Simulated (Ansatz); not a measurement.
# BPN (quartet): from Hartree-Fock to the top rungs, def2-TZVPP

An exercise on one series of results from a longer session: the logs are not shown, and one member is left open.

Method: def2-TZVPP, core rule «outside noble gas», up to 7 orbitals frozen; program: Ansatz 0.2.0, Gaussian basis.

To be run: UHF; ROHF; CCSD(T) on UHF.

**The geometry**

The geometry is a PBE0/def2-TZVP stationary point (not a proven minimum).

3 atoms, charge 0, spin multiplicity 4.

Atoms are counted from 1 here; the program's logs count them from 0.

Bond lengths: N1–B2 1.334 Å, B2–P3 1.842 Å. Angles: N1–B2–P3 180.0°.

The first run:

The input, in.yaml:

```yaml
crystal:
  periodic: [false, false, false]
  atoms:
    - {symbol: N, position_ang: [0.000000, 0.000000, 1.503167]}
    - {symbol: B, position_ang: [0.000000, 0.000000, 0.169267]}
    - {symbol: P, position_ang: [0.000000, 0.000000, -1.672433]}
basis:
  gaussian: {orbitals: def2-TZVPP}
magnetization: {spin_polarized: true, initial_magnetization: 3}
hamiltonian: {xc: hf}
output: {orbitals: {seedname: orbitals}}
```

Launch:

```bash
ansatz run in.yaml --threads 1 --pin off --events-out ev --progress --plain --max-ram 4096MiB --backend cpu
```

Among the steps run: UHF; ROHF; CCSD(T) on UHF.

One of the session's tables, all rows but one given; the rest of the session is left out.

It belongs to the step «Misses and costs». 

| method | from UCCSD(T) (meV) |
| --- | --- |
| ROHF | ? |
| UHF | +10369.2 |
| UMP2 | +1764.3 |
| UCCSD | +489.9 |
| UCCSD(T) | 0 |

Q: Estimate the row for ROHF from the others.

The run gave: from UCCSD(T) (meV): +10907.1. In the column «from UCCSD(T) (meV)» it is the highest.

With the free atoms at the same levels and basis (separate runs), the atomisation energy is 7.424 eV at UCCSD(T), 4.448 eV at ROHF.
